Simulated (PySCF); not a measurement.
Gas-phase reaction: 4 BH2F + B ⇌ 3 BH2 + 2 BHF2

Energies from PySCF (xtb for GFN2), thermal terms from the rigid-rotor harmonic-oscillator model, ideal gas at 1 bar. † marks an energy on the PBE0/def2-TZVP geometry and frequencies; other levels use their own. CCSD(T) freezes the core. Open shells (unrestricted): B (multiplicity 2), BH2 (multiplicity 2); the rest are closed-shell singlets. GFN2 has no spin-polarisation term. Spin-orbit splitting is ignored; it lowers the true energy and changes the entropy of B. BH2F: computed as isolated molecules; such fragments, hydroxides, amides, oligomers or adducts are transient or little studied in the gas. CCSD(T) isn't extrapolated to the basis-set limit.

| level | ΔH°(298 K), kJ |
|---|---|
| CCSD(T)/def2-TZVPP† | ? |
| GFN2-xTB | 117 |
| HF/def2-TZVP† | 72 |
| M06-2X/def2-TZVP† | ? |
| PBE/def2-SVP | 131 |
| PBE/def2-TZVP† | 130 |
| PBE0/def2-SVP† | 122 |
| r2SCAN/def2-TZVP† | ? |
| ωB97M-V/def2-TZVP† | ? |
| ωB97X-V/def2-TZVP† | 163 |

Question: Fill in the missing entries.

Answer: 
- CCSD(T)/def2-TZVPP†, ΔH°(298 K), kJ: 166
- M06-2X/def2-TZVP†, ΔH°(298 K), kJ: 140
- r2SCAN/def2-TZVP†, ΔH°(298 K), kJ: 99
- ωB97M-V/def2-TZVP†, ΔH°(298 K), kJ: 169
